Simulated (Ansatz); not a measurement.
in.yaml

```yaml
crystal:
  periodic: [false, false, false]
  atoms:
    - {symbol: N, position_ang: [0.000005, -0.302572, 0.908543]}
    - {symbol: N, position_ang: [-0.000014, -0.160541, -0.334175]}
    - {symbol: Si, position_ang: [0.000002, -0.160128, -1.936811]}
    - {symbol: H, position_ang: [0.000007, 0.623240, 1.362442]}
basis:
  gaussian: {orbitals: cc-pVDZ}
magnetization: {spin_polarized: true, initial_magnetization: 3}
hamiltonian: {xc: {name: B2PLYP}}
correlation: {electrons: outside_noble_gas}
```

```sh
$ ansatz run in.yaml --threads 1 --pin off --events-out ev --progress --plain --max-ram 2393MiB
```

The program prints:

```
501 factors; integrals over basis functions are off by at most 1.5e-3 eV
mean field evaluation 1: about -10857.4828 eV, gradient 1.6e1 eV
mean field evaluation 2: about -10857.5562 eV, gradient 1.6e1 eV
mean field evaluation 4: about -10858.8581 eV, gradient 2.7e0 eV
mean field evaluation 8: about -10858.9175 eV, gradient 2.7e-1 eV
mean field evaluation 16: about -10858.9212 eV, gradient 4.5e-4 eV
mean field -10858.92121497 eV, -399.0579942091 hartree, gradient 7.4e-6 eV, S^2 3.775445; 2 other end points of the search recorded, 0 dependent functions left out
7 core orbitals not correlated: weight in the atoms' cores, before any rotation towards them, 1.000 or more for the frozen orbitals, at most 0.000 for the correlated occupied ones
reference -10858.92132849 eV, -399.0579983807 hartree; 9, 6 occupied and 35, 38 virtual orbitals, 501 factors
second order -12.14081073 eV of doubles, -0.00000000 eV of singles
Total energy: -10862.19934738 eV, -399.1784633532 hartree
```

Ran on 1 thread of Arm Neoverse V2, shared host: 2.9 s wall, 0.11 GiB peak host memory.
